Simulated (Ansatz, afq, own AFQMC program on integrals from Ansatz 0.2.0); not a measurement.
## Where AFQMC and coupled cluster stand for SiH3⁺, triplet

```xyz
4

Si   -0.0164    0.0825   -0.1381
H    -0.0164   -1.2106   -0.8828
H     0.9304   -0.7740    3.2824
H    -0.4558   -0.3149    1.4489
```

Basis 6-31G. Noble-gas cores (and the filled d shells of Ga–Kr and In–Xe) are frozen. AFQMC by an in-house program on the Cholesky factors that Ansatz 0.2.0 writes for its CCSD(T) run. The CISD trial takes its coefficients from CCSD amplitudes. Released means that phaseless walkers are propagated on without the constraint, phases kept. Error bars are statistical, one sigma.

Determinant: UHF, the one that the program's search chose, which needn't be the lowest solution. The geometry is a point of a scan.

Full CI on the same integrals is exact in this basis and with this determinant's frozen core.

Cautions: lower spins were not checked.

- T1 diagnostic: 0.0117
- weight of the determinant in the CISD state: 0.949
- ⟨S²⟩ of the determinant: 2.006
- size of the correlated space: 6 electrons in 14 orbitals

```tsv
level	correlation energy (eV)
MP2	-0.9709
CCSD	-1.4684
CCSD(T)	-1.4875
```

Question: Estimate where phaseless AFQMC with a CISD trial lies against CCSD(T) on the same integrals.

Answer: 0.9 ± 0.04 kJ/mol below CCSD(T).

Reference: full CI, correlation energy -1.500 eV. The released energy is read at 2.40 1/Eh (meV from the phaseless value at times in 1/Eh: -0.9 ± 0.4 at 0.24, -0.9 ± 0.4 at 0.51, -1.6 ± 0.3 at 0.99, -2.0 ± 0.4 at 1.62, -3.0 ± 0.3 at 2.40).

```json
{"level": "CCSD(T)", "E − E(reference) (kJ/mol)": "1.2", "share of correlation (%)": "99.20"}
{"level": "CCSDT", "E − E(reference) (kJ/mol)": "0.0", "share of correlation (%)": "99.97"}
{"level": "CCSDT(Q)", "E − E(reference) (kJ/mol)": "0.0", "share of correlation (%)": "99.99"}
{"level": "CCSDTQ", "E − E(reference) (kJ/mol)": "0.0", "share of correlation (%)": "100.00"}
{"level": "ph-AFQMC/HF", "E − E(reference) (kJ/mol)": "2.4 ± 0.7", "share of correlation (%)": "98.35"}
{"level": "ph-AFQMC/CISD", "E − E(reference) (kJ/mol)": "0.3 ± 0.04", "share of correlation (%)": "99.80"}
{"level": "released AFQMC", "E − E(reference) (kJ/mol)": "0.0 ± 0.03", "share of correlation (%)": "100.00"}
```

CCSDT and higher add their correlation energy to the determinant of the CCSD(T) run, since their own runs factorise the integrals more tightly (a shift of under 2 meV). Released energies are given only where the last usable release times agree within the noise; a slower fall can still hide under it.
